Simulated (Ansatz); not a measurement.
**BH2NNa (charge -1): molecular dynamics**

Purpose: to follow the molecule's vibrations and see whether its bonds hold. The start is relaxed first. Runs: 300 steps of 0.5 fs at constant energy, with velocities drawn for 100 K. SMILES of the start: [NH-][BH][Na].

All numbers below are computed with Ansatz 0.2.0 (RKS PBE0-D4/cc-pVDZ).

**1. The structure to begin with**

Bond lengths: N1–B2 1.356 Å, B2–Na3 2.335 Å, N1–H4 1.032 Å, B2–H5 1.299 Å. Angles: N1–B2–Na3 97.3°, N1–B2–H5 122.4°, Na3–B2–H5 140.3°, B2–N1–H4 118.0°.

As a file:

```xyz
5

N    -0.4458    0.0238   -0.8014
B     0.1410    0.0293    0.4209
Na    2.1392   -1.0040   -0.2036
H    -1.3908    0.4290   -0.8865
H    -0.4435    0.5219    1.4706
```

**2. Preparing the start**

Input file input.yaml:

```yaml
crystal:
  periodic: [false, false, false]
  atoms:
    - { symbol: "N", position_ang: [-0.44577, 0.02382, -0.80142] }
    - { symbol: B, position_ang: [0.14096, 0.02927, 0.42087] }
    - { symbol: Na, position_ang: [2.13921, -1.004, -0.20357] }
    - { symbol: H, position_ang: [-1.39083, 0.42899, -0.88649] }
    - { symbol: H, position_ang: [-0.44355, 0.52192, 1.4706] }
total_charge: -1
basis:
  gaussian: { orbitals: cc-pVDZ }
hamiltonian:
  xc: pbe0
  dispersion: d4
relax:
  f_tol: 0.02
  max_steps: 40
scf:
  lower_state_search: "off"
```

On the command line:

```console
ansatz run input.yaml --threads 1 --pin off --max-ram 2048MiB --backend cpu --events-out ev --progress --plain --runs-dir out
```

After this run come: Dynamics.

Q: Predict the outcome of this session. Wanted: relaxation of the start; temperature, first and last step; temperature, second half; potential energy, second half; largest change of the total energy; bonds formed or broken.

The runs gave:

| quantity | value |
| --- | --- |
| relaxation of the start | 7 moves, 0.427 eV lower |
| length | 300 steps of 0.5 fs |
| temperature, first and last step | 100 and 40 K |
| temperature, second half | mean 48 K, from 10 to 95 K |
| potential energy, second half | +4 meV/atom from the start |
| largest change of the total energy | 0.05 meV/atom |
| bonds formed or broken | 0 |

What this shows: The temperature starts at 100 K and averages 48 K in the second half, where it ranges from 10 to 95 K. About half is expected from a start at a minimum: kinetic energy passes into potential energy until both shares match. The total energy strays from its start by at most 0.05 meV/atom, 1.2 % of the mean kinetic energy, so a step of 0.5 fs is short enough over this time. The bonding pattern survives the run. 150 fs on 5 atoms is far too short and small for converged averages. The nuclei move classically, without zero-point motion, which matters most for hydrogen.
